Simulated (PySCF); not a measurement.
**LiP: from the state search to spectroscopic constants**

Aim: find the lowest electronic state of LiP, scan its bond at several levels of theory, and get bond length, wavenumber and dissociation energy from each curve.

Computed with PySCF 2.14.0. Level: Li x2c-TZVPPall, P x2c-TZVPPall, spin-free X2C with a Gaussian nucleus.

### Step 1. The job

Settings of the job:

| Property | Result |
| --- | --- |
| atoms | Li, P |
| charge | 0 |
| basis | Li x2c-TZVPPall, P x2c-TZVPPall |
| Hamiltonian | spin-free X2C with a Gaussian nucleus |
| basis functions | 61 |
| electrons treated | 18 |
| masses in u | 7.0160, 30.9738 |
| levels | PBE0, PBE, r²SCAN, PW91, M06-L, TPSSh, MN15, HSE06, HF, MP2, SCS-MP2, CCSD, CCSD(T) |
| grid | 80 radial by 434 angular points |
| occupations | held fixed by the projection of orbital angular momentum |
| dissociation limit | Li + P, each in its ground configuration |
| starting distance in angstrom | 2.350 |
| values of 2S to try | 0, 2, 4 |

The runs that follow: First curve: PBE0; Excited determinants; PBE; r²SCAN (meta-GGA); PW91 (GGA); M06-L; TPSSh (hybrid meta-GGA); MN15 (hybrid meta-GGA); HSE06 (range-separated hybrid); UHF; Adding correlation.

Before running it: what results should come out? Wanted: for each run, Re; ωe; De; μ.

The runs gave:

Lowest PBE0 solution found, without spin–orbit coupling: ³Σ⁻ (triplet), unpaired electrons π ↑↑. State 2 has its PBE0 minimum 0.30 eV higher, as a spin-mixed determinant (⟨S²⟩ = 1.01), so this is no gap between pure states. State 3 has its PBE0 minimum 0.66 eV higher. State 4 has its PBE0 minimum 0.98 eV higher, as a spin-mixed determinant (⟨S²⟩ = 1.01), so this is no gap between pure states. The other levels ran on the lowest alone.

```
      level  Re (Å)  ωe (cm⁻¹)  De (eV)  μ (D)
        UHF   2.342        499     0.71  -7.29
    UHF-MP2   2.336        492     1.40    n/a
UHF-SCS-MP2   2.338        489     1.47    n/a
   UHF-CCSD   2.332        493     1.50    n/a
UHF-CCSD(T)   2.334        489     1.55    n/a
        PBE   2.335        479     1.81  -6.24
       PW91   2.334        478     1.86  -6.21
     r²SCAN   2.336        487     1.78  -6.78
      M06-L   2.324        493     1.99  -7.02
      TPSSh   2.330        490     1.84  -6.66
       PBE0   2.320        497     1.74  -6.66
      HSE06   2.322        494     1.75  -6.64
       MN15   2.322        487     1.94  -6.54
```

De is counted to Li + P in their ground configurations. A positive dipole means Li(−)P(+).

Differences from CCSD(T) in the same basis:

```
      level  Re (mÅ)  ωe (%)
        UHF       +8    +1.9
    UHF-MP2       +2    +0.5
UHF-SCS-MP2       +3     0.0
   UHF-CCSD       -3    +0.8
        PBE        0    -2.1
       PW91       -1    -2.3
     r²SCAN       +2    -0.5
      M06-L      -10    +0.7
      TPSSh       -5    +0.1
       PBE0      -14    +1.5
      HSE06      -12    +1.0
       MN15      -12    -0.6
```

**Reading.** Judged by CCSD(T) in the same basis: best bond length PBE (0 mÅ), worst PBE0 (-14 mÅ); best wavenumber UHF-SCS-MP2 (0.0 %), worst PW91 (-2.3 %). Of the levels with a De here, UHF gives the least (0.71 eV) and M06-L the most (1.99 eV).

Correlated steps freeze 5 core orbitals.
